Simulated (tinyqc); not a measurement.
The integration grid: Kohn-Sham LDA (VWN5) on finer and finer grids in the sto-3g basis, for H2O, spin multiplicity 1. Computed by the program tinyqc with PySCF. Self-consistent on each grid; the net force on the molecule should vanish.

Geometry (angstrom):
```
atom       x        y       z
O     0.0000   0.0000  0.0000
H     0.0000   0.7110  0.5690
H     0.0000  -0.7110  0.5690
```

Kohn-Sham energy on Becke grids (radial x angular points per atom):
```
grid       points  residual of the electron count  E (hartree)  E - finest (mhartree)  largest net force without grid terms (hartree/bohr)
10 x 14       414                       -9.14e-02   -74.586514             126.854543                                             5.63e-02
15 x 26      1162                        2.16e-02   -74.740740             -27.370989                                             1.33e-02
20 x 50      2986                       -2.98e-03   -74.711374               1.994872                                             1.58e-03
30 x 86      7724                        2.28e-04   -74.713348               0.020145                                             5.13e-04
50 x 194    29068                       -2.06e-06   -74.713365               0.003247                                             2.91e-05
75 x 302    67832                       -5.02e-09   -74.713369               0.000037                                             1.24e-05
120 x 590  212120                        8.37e-09   -74.713369               0.000000                                             3.04e-07
```

What does the comparison show, and why?

The energy is within 0.1 mhartree of the finest grid first at 30 x 86. The error has both signs, since quadrature is not variational. The electron count and the net force are cheap signs of a poor grid.
